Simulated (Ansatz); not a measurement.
Worked example: the enthalpy of formation of HNC (hydrogen isocyanide)

HNC: 3 atoms, total charge 0, spin state singlet. As SMILES, `[C-]#[NH+]`. Geometry: relaxed at PBE0-D4/def2-TZVP.

```xyz
3

C    -0.6235    0.8835   -0.2415
N     0.0314   -0.0441    0.0122
H     0.5921   -0.8395    0.2293
```

Total energies at PBE/aug-cc-pVTZ (Ansatz 0.2.0); the atoms run unrestricted:

| species | state | energy (Eh) |
| --- | --- | --- |
| HNC | singlet | -93.321541 |
| C | triplet | -37.795632 |
| N | quartet | -54.531197 |
| H | doublet | -0.499804 |

Harmonic wavenumbers at PBE0-D4/def2-TZVP, in cm⁻¹: 484, 484, 2128, 3828.

Measured heats of formation of the gaseous atoms at 298.15 K, in kJ/mol: C 716.9, N 472.4, H 218.0. Take 1 Eh = 2625.50 kJ/mol, 1 cm⁻¹ = 0.0119627 kJ/mol, RT = 2.479 kJ/mol.

Question: What heat of formation follows?

Answer: 
1. Electronic atomisation energy: (-37.795632) + (-54.531197) + (-0.499804) − (-93.321541) = 0.494908 Eh = 1299.4 kJ/mol.
2. Zero-point energy: half the sum of the wavenumbers, 3462 cm⁻¹ = 41.4 kJ/mol.
3. Thermal vibrational enthalpy, Σ hcν̃/(exp(hcν̃/kT) − 1): 1.2 kJ/mol. Translation, rotation and pV of a linear molecule: 3.5 RT = 8.7 kJ/mol.
4. The 3 free atoms carry 5/2 RT each: 18.6 kJ/mol.
5. Atomisation enthalpy at 298 K: 1299.4 − 41.4 − 1.2 − 8.7 + 18.6 = 1266.7 kJ/mol.
6. Sum of the atoms' heats of formation: 1407.3 kJ/mol. Heat of formation: 1407.3 − 1266.7 = +140.6 kJ/mol.

The tabulated value is +192.0 kJ/mol (Active Thermochemical Tables), so this level is off by -51.4 kJ/mol, or 4.2 % of the atomisation enthalpy. Gradient-corrected functionals often overbind somewhat. Anharmonicity and any spin-orbit splitting of the molecule are left out.
